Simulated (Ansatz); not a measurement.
# HB–Ga–Ga, triplet in cc-pVDZ: errors against UCCSDT(Q)

Geometry: a PBE0/def2-TZVP stationary point for this spin, not checked as a minimum.

```xyz
4

B     0.0000    0.0000    1.3299
Ga    0.0000    0.0000   -0.6111
Ga    0.0000    0.0000   -3.2372
H     0.0000    0.0000    2.5184
```

Basis cc-pVDZ; Ansatz 0.2.0. Correlated methods freeze the noble-gas cores and the filled d shells of p-block atoms, which leaves 10 electrons in 44 orbitals. Prefix R: restricted or restricted open-shell reference; prefix U: unrestricted. No spin–orbit coupling is included, and no scalar relativity.

Full CI isn't at hand for all of this; UCCSDT(Q) serves as the reference, and is uncertain by about the last step of the cluster series.

- UHF ⟨S²⟩: 2.032
- T1 diagnostic (RCCSD): 0.0288
- largest doubles amplitude (RCCSD): 0.069
- T1 diagnostic (UCCSD): 0.0257

Task: From what is known of these methods and the diagnostics, rank them by the size of their error in total energy against UCCSDT(Q) in cc-pVDZ, smallest first (an estimate: the text doesn't fix the numbers).
A. UMP2
B. UCCSD
C. UCCSDT
D. UCCSD(T)
E. UHF

Result: C (0.45 kcal/mol), D (1.74 kcal/mol), B (6.68 kcal/mol), A (31.80 kcal/mol), E (126.01 kcal/mol).

All errors are against UCCSDT(Q) in cc-pVDZ. Within each family the higher level lies nearer, as is usual though not guaranteed.
